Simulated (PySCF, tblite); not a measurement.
**BF4−, a complex of two parts as drawn: NMR shifts, interaction energy, infrared bands, spin-spin couplings and core binding energies**

An exercise on one series of results from a longer session: the logs are not shown, and one member is left open.

Computed with tblite 0.8.0 and PySCF 2.14.0; each step states its level. No surroundings beyond the atoms listed, unless a continuum is named. Atoms count from 0, parts from 1.

## The system as given

5 atoms, charge -1, multiplicity 1; geometry: rigid parts in contact. Parts: 1 = atoms 0–3, `FB(F)F`, charge 0; 2 = atom 4, `[F-]`, charge -1.

Set-up of the first run:

Job settings and geometry (Å):

```
{"job": {"kind": "dock", "xc": "GFN2-xTB", "basis": "xTB"}, "charge": -1, "multiplicity": 1, "parts": [{"atoms": "0-3", "charge": 0, "multiplicity": 1}, {"atoms": "4-4", "charge": -1, "multiplicity": 1}]}
F     -0.865600     0.524094     0.816786
B     -0.000054     0.000012     0.000035
F      1.237325    -0.148490     0.371304
F     -0.371670    -0.375616    -1.188126
F     -0.212195    -1.761826     1.796733
```

Method: GFN2-xTB search for minima from random contacts, gas phase.

Launch:

```bash
$ OMP_NUM_THREADS=1 python cluster_run.py task.json out
```

One launch serves the whole session: the jobs run in the order shown.

Among the steps run: Search for minima with GFN2-xTB; Geometry optimisation at PBE0-D3(BJ)/def2-TZVPD; NMR shieldings: PBE0/aug-pcSseg-2; Coupled-cluster interaction energy: CCSD(T) and MP2.

One table of the session follows, with a row left open; its other results are not shown here.

It belongs to the step «Coupled-cluster interaction energy: CCSD(T) and MP2». 

```
                 method  interaction energy (kcal/mol)
         HF/aug-cc-pVDZ                        -132.84
        MP2/aug-cc-pVDZ                        -116.18
       CCSD/aug-cc-pVDZ                        -120.12
    CCSD(T)/aug-cc-pVDZ                        -117.70
         HF/aug-cc-pVQZ                        -138.74
        MP2/aug-cc-pVQZ                        -126.04
    SCS-MP2/aug-cc-pVQZ                        -125.61
      MP2, extrapolated                              ?
CCSD(T), limit estimate                        -128.54
```

Q: Estimate the row for MP2, extrapolated from the others.

**Answer.** interaction energy (kcal/mol): -127.02. In the column «interaction energy (kcal/mol)» it lies between CCSD(T), limit estimate (-128.54) and MP2/aug-cc-pVQZ (-126.04).

At this geometry B1 and F4 of different parts are bonded (1.41 Å), so this energy is mostly that of cutting a chemical bond between strained fragments, not an intermolecular interaction.

Caveats from the session: The interaction energy leaves out the deformation of the parts, 46.73 kcal/mol at MP2. So large a deformation means that a part is far from its own minimum, so a sum across the two methods would be rough. The parts are strongly deformed in the cluster, so the interaction energy holds bonds cut by the partition and is not to be read as the attraction of intact molecules.
